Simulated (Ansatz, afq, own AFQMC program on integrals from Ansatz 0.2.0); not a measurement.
# CoN2⁺, triplet: AFQMC among the cluster methods

```yaml
atoms:
  - { symbol: Co, position_ang: [0.0000, 0.0000, 2.1093] }
  - { symbol: N, position_ang: [0.0000, 0.0000, -0.5087] }
  - { symbol: N, position_ang: [0.0000, 0.0000, -1.6007] }
```

Connectivity, by distances: Co ··· N–N.

Basis def2-SVP. Only valence electrons are correlated. Ansatz 0.2.0 and our own AFQMC program on the same integrals; the CISD trial comes from CCSD amplitudes, and released means the phaseless constraint is let go. Uncertainties: one standard error, sampling alone. The metal's outer-core s and p shells are frozen, which shifts wave-function levels against functionals.

Determinant: ROHF, the one that the program's search chose, which needn't be the lowest solution. The geometry is a point of a scan.

No full CI on the walks' own integrals is used here; CCSDT(Q) serves as the reference and is uncertain by about the last step of the cluster series.

Cautions: no relativity below Rb; outer-core shells of the metal frozen; lower spins were not checked; higher spins were not checked; a spin-contaminated unrestricted determinant lies lower (UHF 902 meV lower, ⟨S²⟩ 3.00); the ph-AFQMC/HF walk drifts between its halves (2.4 errors); CCSDT(Q) on the UHF determinant differs (94 meV lower), by its state or its frozen core.

* T1 diagnostic: 0.0130
* weight of the determinant in the CISD state: 0.866
* size of the correlated space: 18 electrons in 48 orbitals

Reference: CCSDT(Q), correlation energy -13.654 eV. The released energy is read at 1.20 1/Eh, later times being too noisy (meV from the phaseless value at times in 1/Eh: -27 ± 10 at 0.24, -32 ± 8 at 0.60, -36 ± 14 at 1.20, -65 ± 20 at 1.80, 26 ± 42 at 2.60).

```
         level  E − E(reference) (kJ/mol)  share of correlation (%)
            HF                     1317.4                      0.00
           MP2                       31.7                     97.60
          CCSD                       46.8                     96.45
       CCSD(T)                        4.2                     99.68
         CCSDT                        4.0                     99.70
   ph-AFQMC/HF                -14.2 ± 4.3                    101.08
 ph-AFQMC/CISD                  0.0 ± 0.7                    100.00
released AFQMC                 -3.4 ± 1.4                    100.26
```

A walk keeps the symmetry of its determinant, which the program's search chose and which needn't be the lowest solution, so a lower state of the same spin and another symmetry isn't excluded. Released energies are given only where the last usable release times agree within the noise; a slower fall can still hide under it.
